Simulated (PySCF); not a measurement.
## One molecule, many functionals

Species: isobutyronitrile, C4H7N.
SMILES: `CC(C)C#N`

Linear-response calculations in the def2-SVPD basis (PySCF; singlets by full response, triplets Tamm–Dancoff, core orbitals frozen in the response; HF means time-dependent Hartree–Fock). 'Strongest' is the level of largest summed f among the singlets computed (10 roots, of which the last may lack a degenerate partner); it can jump between rows when another state enters that window. S1 is the lowest singlet of each run and needn't be the same state throughout; f(S1) is that of one state. Geometry: PBE0-D3(BJ)/def2-SVP; no solvent, vibrations or thermal averaging.

```
functional                               kind  S1 (eV)  f(S1)  strongest (eV)  T1 (eV)  HOMO (eV)  gap (eV)  ionisation energy, ΔSCF (eV)
       LDA                                LDA     7.48  0.006            8.69     6.58      -8.07      7.33                         11.34
       PBE                                GGA     7.45  0.011            8.70     6.38      -7.91      7.34                         11.19
     B3LYP  global hybrid, 20% exact exchange     7.63  0.002            9.36     6.33      -9.02      8.97                         11.53
      PBE0  global hybrid, 25% exact exchange     7.69  0.000            9.61     6.26      -9.25      9.51                         11.53
 BHandHLYP  global hybrid, 50% exact exchange     7.52  0.000           10.23     6.14     -10.49     11.29                         11.63
 CAM-B3LYP             range-separated hybrid     7.67  0.000            9.94     6.32     -10.69     11.64                         11.76
   wB97X-D             range-separated hybrid     7.73  0.000            9.93     6.43     -11.17     13.12                         11.68
   LC-wPBE             range-separated hybrid     7.78  0.000            9.64     6.28     -12.11     14.21                         11.94
```

Question: What does HF (Hartree–Fock) give?

Answer: S1 (eV) 7.00, f(S1) 0.000, strongest (eV) 11.36, T1 (eV) 5.46, HOMO (eV) -12.38, gap (eV) 14.79, ionisation energy, ΔSCF (eV) not settled. S1 runs from 7.00 eV (HF) to 7.78 eV (LC-wPBE), a spread of 0.79 eV, while the orbital gap spreads over 7.5 eV. −ε(HOMO) comes closest to its own ΔSCF ionisation energy with LC-wPBE (+0.17 eV) and misses most with PBE (-3.28 eV). 'Not settled' means that the ion's SCF failed to converge or may have ended in another state than the lowest.
